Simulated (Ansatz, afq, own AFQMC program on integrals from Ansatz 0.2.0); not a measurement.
# AlB, triplet → AlB⁺, doublet

```xyz
2

B     0.0000    0.0000    0.0000
Al    0.0000    0.0000    2.0234
```

E(doublet, charge +1) − E(triplet, charge +0) at this geometry, on UHF and UHF determinants.

Basis cc-pVDZ. Only valence electrons are correlated. Integrals, coupled cluster, full CI and functionals: Ansatz 0.2.0; the random walks run on the same integrals in our own AFQMC program. ph-AFQMC/CISD is guided by a CISD state made of CCSD amplitudes; releasing the constraint for a short imaginary time cuts its bias at the price of noise, slowly where states lie close. ± is one standard error of the sampling. The errors of all members are added in quadrature.

Full CI on the same integrals is exact in this basis and with this determinant's frozen core.

Errors are counted within cc-pVDZ, not against nature.

Cautions: AlB (triplet): an unrestricted solution with more broken spin lies lower, strong correlation (T1 0.085, weight of the determinant 0.78, largest double 0.18), (T) is large, 7 % of the CCSD correlation, unrestricted determinant spin contaminated (⟨S²⟩ 2.15 against 2.00), the released energies have errors that jump between times, so the bars are unsure, so no released level is given (meV from the phaseless value at times in 1/Eh: -12 ± 3 at 0.24, -17 ± 3 at 0.51, -46 ± 16 at 0.99, -42 ± 3 at 1.62, -56 ± 11 at 2.40), its ph-AFQMC/CISD value lies 79 ± 3 meV above full CI; AlB⁺ (doublet): strong correlation (T1 0.113, weight of the determinant 0.74, largest double 0.23), (T) is large, 6 % of the CCSD correlation, unrestricted determinant spin contaminated (⟨S²⟩ 1.52 against 0.75), CCSD(T) is in doubt: in a space of 5 electrons in 8 natural orbitals full CI lies 82 meV below it, the released energies have errors that jump between times, so the bars are unsure, so no released level is given (meV from the phaseless value at times in 1/Eh: -8 ± 7 at 0.24, -22 ± 7 at 0.51, -79 ± 52 at 0.99, -40 ± 6 at 1.62, -43.4 ± 2.0 at 2.40), the ph-AFQMC/CISD walk drifts between its halves (3.0 errors), its ph-AFQMC/CISD value lies 49.9 ± 2.3 meV above full CI.

```
level  vertical ionization energy (kJ/mol)
 CCSD                                730.5
   HF                                611.6
```

(1) From these cheaper values, estimate the vertical ionization energy at the reference level in cc-pVDZ.

(1) 735.7 kJ/mol (full CI in cc-pVDZ).

```tsv
level	vertical ionization energy (kJ/mol)	error against FCI (kJ/mol)
MP2	724.1	-11.6
CCSD(T)	739.3	3.5
CCSDT	734.8	-1.0
CCSDT(Q)	735.6	-0.1
CCSDTQ	735.7	-0.1
ph-AFQMC/CISD	733.0 ± 0.4	-2.8 ± 0.4
```

Correlation beyond CCSD(T) takes off 3.5 kJ/mol. The perturbative (T) step is worth +8.8 kJ/mol. Where the cautions show a poor determinant, the low rows tell how each method copes with it, not its usual error.

CCSDT and higher add their correlation energy to the determinant of the CCSD(T) run, since their own runs factorise the integrals more tightly (a shift of under 2 meV). A walk keeps the symmetry of its determinant, which the program's search chose and which needn't be the lowest solution, so a lower state of the same spin and another symmetry isn't excluded.
